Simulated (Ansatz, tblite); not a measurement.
**[SiBr3]-: a ladder of methods and basis sets**

One table from this session's results is given with a row withheld; the runs are named, their logs left out.

Computed with Ansatz 0.2.0, Gaussian basis. Level: as each input shows.

The runs, in order: GFN1-xTB, GFN2-xTB, PBE-D4/def2-TZVPD, r2SCAN-D4/def2-TZVPD, revPBE-D4/def2-TZVPD, BLYP-D4/def2-TZVPD, r2SCAN0-D4/def2-TZVPD, LDA/def2-TZVPD, B2PLYP/def2-TZVPD, ωB97M-V/def2-TZVPD, PBE-QIDH/def2-TZVPD, LC-ωPBE(0.10)/def2-TZVPD, LC-ωPBE(0.15)/def2-TZVPD, LC-ωPBE(0.20)/def2-TZVPD, LC-ωPBE(0.30)/def2-TZVPD, PBE-D4/def2-SVPD, PBE0-D4/def2-SVPD, HF/6-31G, B3LYP-D4/6-31G, CCSD(T)/def2-SVPD, MP2/def2-TZVPD, RPA/def2-TZVPD.

## The geometry

The geometry is that of the singlet, from an earlier relaxation (PBE-D4/def2-SVPD).

4 atoms, charge -1, spin multiplicity 1.

Bond lengths: Si1–Br2 2.421 Å, Si1–Br3 2.421 Å, Si1–Br4 2.421 Å. Angles: Br2–Si1–Br3 98.7°, Br2–Si1–Br4 98.7°, Br3–Si1–Br4 98.7°.

Coordinates:

```xyz
4

Si   -0.00519    0.00451    0.87498
Br    2.12261   -0.03227   -0.27895
Br   -1.03193    1.85067   -0.30736
Br   -1.08548   -1.82290   -0.28868
```

The ion is computed in the gas phase, without counter-ions or solvent.

PBE0-D4/def2-TZVPD was run before; its log isn't repeated, and its numbers join the tables.

The first run:

Tight binding, by tblite at 300 K electronic temperature and without a spin-polarisation term:

```python
tblite.interface.Calculator('GFN1-xTB', numbers, positions, charge=-1, uhf=0).singlepoint()
```

Tight binding, by tblite at 300 K electronic temperature and without a spin-polarisation term:

```python
tblite.interface.Calculator('GFN2-xTB', numbers, positions, charge=-1, uhf=0).singlepoint()
```

start.molden holds the orbitals of an earlier run on this state, given as this run's starting guess.

in.yaml

```yaml
crystal:
  periodic: [false, false, false]
  atoms:
    - {symbol: Si, position_ang: [-0.005193, 0.004507, 0.874978]}
    - {symbol: Br, position_ang: [2.122611, -0.032275, -0.278946]}
    - {symbol: Br, position_ang: [-1.031934, 1.850670, -0.307358]}
    - {symbol: Br, position_ang: [-1.085484, -1.822902, -0.288675]}
basis:
  gaussian: {orbitals: def2-TZVPD, initial_orbitals: start.molden}
total_charge: -1
hamiltonian: {xc: pbe, dispersion: d4}
scf: {omitted_lower_state_checks: [starts]}
output: {forces: true, orbitals: {seedname: orbitals}}
```

Started as:

```sh
ansatz run in.yaml --threads 4 --pin off --events-out ev --progress --plain --max-ram 3916MiB
```

Steps of the session up to this table: PBE-D4/def2-TZVPD; r2SCAN-D4/def2-TZVPD; revPBE-D4/def2-TZVPD; BLYP-D4/def2-TZVPD; r2SCAN0-D4/def2-TZVPD; LDA/def2-TZVPD; B2PLYP/def2-TZVPD; ωB97M-V/def2-TZVPD; PBE-QIDH/def2-TZVPD; LC-ωPBE(0.10)/def2-TZVPD; LC-ωPBE(0.15)/def2-TZVPD; LC-ωPBE(0.20)/def2-TZVPD; LC-ωPBE(0.30)/def2-TZVPD; PBE-D4/def2-SVPD; PBE0-D4/def2-SVPD; HF/6-31G; B3LYP-D4/6-31G; CCSD(T)/def2-SVPD; MP2/def2-TZVPD; RPA/def2-TZVPD.

One of the session's tables, all rows but one given; the rest of the session is left out.

| level | HOMO (eV) | LUMO (eV) | gap (eV) |
| --- | --- | --- | --- |
| HF/6-31G | ? | ? | ? |
| LDA/def2-TZVPD | -1.47 | 2.20 | 3.68 |
| PBE-D4/def2-SVPD | -1.36 | 2.39 | 3.75 |
| PBE-D4/def2-TZVPD | -1.32 | 2.38 | 3.70 |
| revPBE-D4/def2-TZVPD | -1.27 | 2.43 | 3.69 |
| BLYP-D4/def2-TZVPD | -1.21 | 2.45 | 3.66 |
| r2SCAN-D4/def2-TZVPD | -1.47 | 2.70 | 4.18 |
| B3LYP-D4/6-31G | -2.12 | 3.03 | 5.15 |
| PBE0-D4/def2-SVPD | -2.31 | 3.09 | 5.40 |
| PBE0-D4/def2-TZVPD | -2.26 | 2.99 | 5.26 |
| r2SCAN0-D4/def2-TZVPD | -2.37 | 3.22 | 5.59 |
| ωB97M-V/def2-TZVPD | -4.21 | 3.48 | 7.69 |
| LC-ωPBE(0.10)/def2-TZVPD | -2.72 | 3.56 | 6.28 |
| LC-ωPBE(0.15)/def2-TZVPD | -3.22 | 3.79 | 7.01 |
| LC-ωPBE(0.20)/def2-TZVPD | -3.62 | 3.89 | 7.50 |
| LC-ωPBE(0.30)/def2-TZVPD | -4.19 | 3.96 | 8.15 |

Estimate the missing values for HF/6-31G.

The run gave: HOMO (eV): -4.69; LUMO (eV): 6.03; gap (eV): 10.72. In the column «HOMO (eV)» it is the lowest.
